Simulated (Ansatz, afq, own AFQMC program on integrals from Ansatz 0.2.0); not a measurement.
Two steps: Ansatz 0.2.0 writes the Fock matrix and Cholesky factors of the valence space, and afq projects on them the lowest state that overlaps trial and start.

```yaml
crystal:
  periodic: [false, false, false]
  atoms:
    - {symbol: Si, position_ang: [0.000000, 0.000000, 1.029969]}
    - {symbol: Si, position_ang: [0.000000, 0.000000, -1.163327]}
    - {symbol: H, position_ang: [0.000000, 1.236053, 1.857961]}
    - {symbol: H, position_ang: [0.000000, -1.236053, 1.857961]}
basis:
  gaussian: {orbitals: cc-pVDZ}
magnetization: {spin_polarized: true, initial_magnetization: 0}
correlation: {method: ccsd_t, electrons: outside_noble_gas, hamiltonian_folder: ham}
```

```sh
$ ansatz run in.yaml --threads 1 --pin off --events-out ev --progress --plain --max-ram 1382MiB
```

afq runs on the folder ham with

```
--method phaseless --trial cisd --walkers 70 --populations 1 --least-time 40 --time-step 0.005 --steps-per-block 50 --equilibration-blocks 28 --max-blocks 300 --target-error 0.00038 --factor-cut 1e-05 --start spin_pure --seed 9839 --release-times 0.24,0.51,0.99,1.62,2.4 --release-step 0.03 --release-every 4 --taylor-order 6
```

Times are imaginary, in 1/Eh. The walk had a cap of 536 s.

Output of the walk:

```
orbitals 36  electrons 5 5  factors 266 of 454
reference energy -578.91965032 Eh
CCSD correlation -0.21146208 Eh in 12 cycles, weight of the determinant in the CISD state 0.8367
energy of the start -579.131112 Eh
 block  time / (1/Eh)  mean weight  energy / Eh
     1     0.250  1.0001  -579.127409
     2     0.500  1.0011  -579.128216
     3     0.750  1.0010  -579.129073
     4     1.000  0.9991  -579.130723
     5     1.250  0.9993  -579.130825
     8     2.000  1.0002  -579.136271
    17     4.250  0.9987  -579.140148
    41    10.250  1.0012  -579.141925
    65    16.250  1.0001  -579.149633
    89    22.250  1.0023  -579.141170
   113    28.250  0.9988  -579.137375
   137    34.250  1.0004  -579.135380
   161    40.250  0.9996  -579.139896
   185    46.250  0.9997  -579.140266
   209    52.250  0.9997  -579.138278
   233    58.250  1.0013  -579.138218
   257    64.250  0.9994  -579.144989
   281    70.250  0.9996  -579.138716
   305    76.250  0.9994  -579.137885
   321    80.250  0.9992  -579.138524
blocks merged  error / Eh  count
     1  0.000263  300
     2  0.000331  150
     4  0.000408  75
     8  0.000443  37
    16  0.000479  18
    32  0.000407  9
released: time / (1/Eh)  energy / Eh  error  mean overlap
  0.24  -579.141565  0.000473  0.9949
  0.51  -579.141861  0.000467  0.9913
  0.99  -579.142074  0.000444  0.9919
  1.62  -579.142325  0.000483  0.9738
  2.40  -579.142890  0.000546  0.9631
energy -579.141014 +/- 0.000479 Eh
(rows thinned)
```

The run passed its tests (sampling time, drift between the halves within three errors, error under three times the target), which doesn't prove that it has relaxed.

Against this walk (error 13.0 meV) on the same determinant: CCSD(T) 29.7 meV higher, CCSDT(Q) 28.6 meV lower. The error is statistical and leaves out the bias of the constraint. The released energies are still falling (meV from the phaseless value at times in 1/Eh: -15 ± 13 at 0.24, -23 ± 13 at 0.51, -29 ± 12 at 0.99, -36 ± 13 at 1.62, -51 ± 15 at 2.40), so they give no level.

Cautions: constraint bias not in the error; error above the target (13.0 against 10.3 meV); higher spins were not checked; an unrestricted solution with more broken spin lies lower (145 meV, ⟨S²⟩ 0.74), while this determinant keeps restricted orbitals.

The walk took 6.3 min on 1 thread of Intel(R) Xeon(R) Platinum 8488C (Sapphire Rapids) (shared host). The log's last line is the phaseless energy.

CCSDT and higher add their correlation energy to the determinant of the CCSD(T) run, since their own runs factorise the integrals more tightly (a shift of under 2 meV). A walk keeps the symmetry of its determinant, which the program's search chose and which needn't be the lowest solution, so a lower state of the same spin and another symmetry isn't excluded.
